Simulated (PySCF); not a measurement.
trifluoromethane (CHF₃), SMILES FC(F)F. Atoms are numbered in the order given.

```xyz
5

F      1.0877     0.6280    -0.1284
C      0.0000     0.0000     0.3394
F      0.0000    -1.2559    -0.1284
F     -1.0877     0.6280    -0.1284
H      0.0000     0.0000     1.4297
```
Charge 0, spin multiplicity 1.

Coordinates come from a B3LYP-D3(BJ)/def2-TZVP optimisation.

Calculation: TDA-LC-ωPBE/def2-SVPD in PySCF 2.14.0.

Vertical excitations; the highest root listed may be one member of a degenerate set. Gas-phase values at a fixed geometry. State labels are in the subgroup Cs.

Computed excitation energies, oscillator strengths and character:
| state | symmetry | energy (eV) | λ (nm) | f | main pairs |
|---|---|---|---|---|---|
| S1 | A' | 11.47 | 108 | 0.016 | HOMO→LUMO 90 % |
| S2 | A" | 12.06 | 103 | 0.000 | HOMO−1→LUMO 89 % |
| S3 | A" | 12.28 | 101 | 0.000 | HOMO→LUMO+3, HOMO−2→LUMO (degenerate set) |
| S4 | A' | 12.28 | 101 | 0.000 | HOMO→LUMO+2, HOMO−3→LUMO (degenerate set) |
| S5 | A' | 12.89 | 96 | 0.296 | HOMO→LUMO+1 85 % |
| S6 | A' | 12.95 | 96 | 0.141 | HOMO−1→LUMO+3, HOMO−3→LUMO, HOMO−5→LUMO, HOMO→LUMO+2 (degenerate set) |
| S7 | A" | 12.95 | 96 | 0.141 | HOMO−1→LUMO+2, HOMO−2→LUMO, HOMO−4→LUMO, HOMO→LUMO+3 (degenerate set) |
| S8 | A" | 12.99 | 95 | 0.041 | HOMO−2→LUMO, HOMO−1→LUMO+2, HOMO→LUMO+3, HOMO−4→LUMO (degenerate set) |
| S9 | A' | 12.99 | 95 | 0.041 | HOMO−3→LUMO, HOMO−1→LUMO+3, HOMO→LUMO+2, HOMO−5→LUMO (degenerate set) |
| S10 | A" | 13.28 | 93 | 0.000 | HOMO−1→LUMO+1 86 % |
| T1 | A' | 10.79 | 115 | 0 | HOMO→LUMO 76 %, HOMO→LUMO+1 12 % |
| T2 | A" | 11.61 | 107 | 0 | HOMO→LUMO+3, HOMO→LUMO+9, HOMO→LUMO+5 (degenerate set) |
| T3 | A' | 11.61 | 107 | 0 | HOMO→LUMO+2, HOMO→LUMO+10, HOMO→LUMO+4 (degenerate set) |
| T4 | A" | 11.89 | 104 | 0 | HOMO−1→LUMO 79 % |
Triplets are in the Tamm–Dancoff approximation.
